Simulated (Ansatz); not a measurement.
The input, for Ansatz 0.2.0:

```yaml
crystal:
  periodic: [false, false, false]
  atoms:
    - {symbol: Al, position_ang: [0.000000, 0.133376, -0.068803]}
    - {symbol: H, position_ang: [0.000000, -3.068708, -1.525851]}
    - {symbol: H, position_ang: [0.420650, -0.250810, 1.683821]}
    - {symbol: H, position_ang: [-0.420650, -0.250810, 1.683821]}
basis:
  gaussian: {orbitals: 6-31G}
magnetization: {spin_polarized: false, initial_magnetization: 2}
correlation: {method: fic_mrcisd_q, electrons: valence, active_space: {window: {electrons: 4, orbitals: 8}, states: [{multiplicity: 3, weights: [1, 0.5]}], root: 1}}
accuracy: high
scf: {lower_state_search: light}
```

```sh
$ ansatz run in.yaml --threads 1 --pin off --events-out ev --progress --plain --max-ram 2393MiB
```

Output:

```
406 factors; integrals over basis functions are off by at most 4.9e-9 eV
mean field evaluation 1: about -6623.4915 eV, gradient 7.4e0 eV
mean field evaluation 2: about -6623.4915 eV, gradient 7.4e0 eV
mean field evaluation 4: about -6624.1446 eV, gradient 1.8e0 eV
mean field evaluation 8: about -6624.1994 eV, gradient 1.2e-1 eV
mean field evaluation 16: about -6624.1998 eV, gradient 1.8e-8 eV
mean field evaluation 32: about -6624.2109 eV, gradient 2.0e-1 eV
mean field -6624.19983408 eV, -243.4348538584 hartree, gradient 1.8e-8 eV, S^2 2.000000; 6 other end points of the search recorded, 0 dependent functions left out
reference -6624.19983408 eV, -243.4348538584 hartree; 9, 7 occupied and 10, 12 virtual orbitals, 406 factors
state -6624.98931476 eV, -243.4638667385 hartree
state -6624.17713424 eV, -243.4340196546 hartree
contracted CI cycle   1: correlation 0.00000000 eV, 0.0000000000 hartree, residual 6.40e0 eV
contracted CI cycle   2: correlation -0.84306043 eV, -0.0309818994 hartree, residual 1.05e0 eV
contracted CI cycle   3: correlation -0.87332803 eV, -0.0320942132 hartree, residual 2.29e-1 eV
contracted CI cycle   4: correlation -0.87468703 eV, -0.0321441556 hartree, residual 4.89e-2 eV
contracted CI cycle   5: correlation -0.87475245 eV, -0.0321465597 hartree, residual 1.26e-2 eV
contracted CI cycle   6: correlation -0.87475688 eV, -0.0321467225 hartree, residual 3.82e-3 eV
contracted CI cycle   7: correlation -0.87475728 eV, -0.0321467371 hartree, residual 1.10e-3 eV
contracted CI cycle   8: correlation -0.87475731 eV, -0.0321467382 hartree, residual 3.28e-4 eV
contracted CI cycle   9: correlation -0.87475731 eV, -0.0321467383 hartree, residual 8.25e-5 eV
contracted CI cycle  10: correlation -0.87475731 eV, -0.0321467384 hartree, residual 2.47e-5 eV
contracted CI cycle  11: correlation -0.87475731 eV, -0.0321467384 hartree, residual 6.55e-6 eV
state -6624.98931476 eV, -243.4638667385 hartree; corrected -6625.88584943 eV, -243.4968137799 hartree
contracted CI cycle   1: correlation 0.00000000 eV, 0.0000000000 hartree, residual 6.35e0 eV
contracted CI cycle   2: correlation -0.81449923 eV, -0.0299322945 hartree, residual 1.15e0 eV
contracted CI cycle   3: correlation -0.84978759 eV, -0.0312291179 hartree, residual 2.34e-1 eV
contracted CI cycle   4: correlation -0.85117529 eV, -0.0312801150 hartree, residual 4.85e-2 eV
contracted CI cycle   5: correlation -0.85123488 eV, -0.0312823050 hartree, residual 1.13e-2 eV
contracted CI cycle   6: correlation -0.85123795 eV, -0.0312824177 hartree, residual 2.84e-3 eV
contracted CI cycle   7: correlation -0.85123816 eV, -0.0312824252 hartree, residual 7.94e-4 eV
contracted CI cycle   8: correlation -0.85123817 eV, -0.0312824258 hartree, residual 2.27e-4 eV
contracted CI cycle   9: correlation -0.85123817 eV, -0.0312824258 hartree, residual 5.15e-5 eV
contracted CI cycle  10: correlation -0.85123817 eV, -0.0312824258 hartree, residual 1.58e-5 eV
state -6624.17713424 eV, -243.4340196546 hartree; corrected -6625.04723870 eV, -243.4659954041 hartree
Total energy: -6625.04723870 eV, -243.4659954041 hartree
```

Natural occupations, averaged over the states: 1.9020 1.0001 0.6837 0.3686 0.0226 0.0120 0.0060 0.0049.

Ran on 1 thread of Arm Neoverse V1, shared host: 2.9 s wall, 0.19 GiB peak host memory.
